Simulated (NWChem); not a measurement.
**dimethylamine (C₂H₇N) in NWChem**

SMILES: CNC
```xyz
10

C      0.0184     0.2167    -1.2073
N     -0.1400    -0.5514     0.0000
C      0.0184     0.2167     1.2073
H      0.9861     0.7624    -1.2886
H     -0.7815     0.9733    -1.2786
H     -0.0754    -0.4361    -2.0886
H      0.5011    -1.3400     0.0000
H      0.9861     0.7624     1.2886
H     -0.0754    -0.4361     2.0886
H     -0.7815     0.9733     1.2786
```
Charge 0, spin multiplicity 1.

All runs are NWChem calculations. Structure: optimised with PBE0/def2-SVP, a minimum by its harmonic frequencies.

Symmetry labels belong to the abelian group Cs used in the runs, with the axes of the coordinates shown.

The Pople sets run with spherical d functions.

### Question
List the lowest 6 singlet excitations that TD-PBE/6-31+G* (spherical d) gives, with oscillator strengths.

### Answer
```json
[
 {"state": "1", "symmetry": "a'", "energy (eV)": "4.74", "wavelength (nm)": "262", "f": "0.005"},
 {"state": "2", "symmetry": "a'", "energy (eV)": "5.40", "wavelength (nm)": "230", "f": "0.025"},
 {"state": "3", "symmetry": "a\"", "energy (eV)": "5.50", "wavelength (nm)": "225", "f": "0.004"},
 {"state": "4", "symmetry": "a'", "energy (eV)": "5.88", "wavelength (nm)": "211", "f": "0.074"},
 {"state": "5", "symmetry": "a'", "energy (eV)": "6.26", "wavelength (nm)": "198", "f": "0.003"},
 {"state": "6", "symmetry": "a\"", "energy (eV)": "6.53", "wavelength (nm)": "190", "f": "0.007"}
]
```
